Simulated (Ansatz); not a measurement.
The first iterations of a band of C2H3ClFN (8 atoms, charge 0, multiplicity 1).

Method: RKS PBE/def2-SVP in Ansatz.

| Property | Result |
| --- | --- |
| movable images | 9 |
| climbing image | yes |
| spring | 5.0 eV/Å² |
| optimiser | quadratic models (default) |
| start path | IDPP |
| force threshold | 0.03 eV/Å |
| iteration limit | 32 |
| end points | relaxed |

Image 0:

```xyz
8
Properties=species:S:1:pos:R:3
C -1.059 0.322 0.021
N 0.334 0.579 -0.274
C 1.223 -0.279 -0.076
F 1.036 -1.523 0.420
Cl 2.903 -0.016 -0.414
H -1.425 1.094 0.730
H -1.267 -0.684 0.445
H -1.653 0.449 -0.909
```

Image 10:

```xyz
8
Properties=species:S:1:pos:R:3
C -1.017 0.385 0.019
N 0.046 -0.303 0.700
C 1.166 -0.541 0.200
F 2.118 -1.183 0.870
Cl 1.757 -0.126 -1.417
H -1.307 1.282 0.606
H -1.913 -0.270 -0.015
H -0.759 0.699 -1.018
```

| iteration | highest image above the first end (eV) | largest band force component (eV/Å) |
| --- | --- | --- |
| 1 | 1.055 | 2.022 |
| 2 | 0.843 | 2.443 |
| 3 | 0.707 | 1.462 |
| 4 | 0.617 | 0.702 |
| 5 | 0.524 | 0.920 |
| 6 | 0.496 | 0.930 |

Question: Does the band converge within its limit, and where does its top end?

Answer: The run converged. It ended after 18 iterations with the highest image 0.486 eV above the first end. A vibrational analysis at the climbing image gives one clearly imaginary mode, 234i cm⁻¹: a first-order saddle point.

Run time: 9.9 min on 1 thread of AMD EPYC 7R43 64-Core Processor (Zen 3) (shared host), peak memory 0.14 GiB.
